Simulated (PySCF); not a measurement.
# How methods differ on the ionisation energy of He

He 1s2 (1S) → He⁺ 1s1 (2S), as a difference of total energies. All numbers are calculated (PySCF 2.14, the non-relativistic Hamiltonian (point nucleus), in an uncontracted even-tempered set (16 s from 0.09 bohr⁻², ratio 2.2; 7 p from 0.17 bohr⁻², ratio 2.4; 4 d from 0.52 bohr⁻², ratio 2.4; 4 f from 0.78 bohr⁻², ratio 2.4; 3 g from 1.2 bohr⁻², ratio 2.4)). Correlated levels: nothing frozen; virtual orbitals above 40 to 60 times the deepest correlated orbital energy dropped. The calculations carry no spin-orbit coupling.

```
                 method  ionisation energy (eV)  error (eV)
                    UHF                  23.448      -1.139
    MP2 (all electrons)                  24.445      -0.142
SCS-MP2 (all electrons)                  24.645      +0.058
   CCSD (all electrons)                  24.581      -0.006
```

Reference: 24.587 eV (measured; NIST Atomic Spectra Database, ionization energies).

With two correlated electrons CCSD is exact in that space.
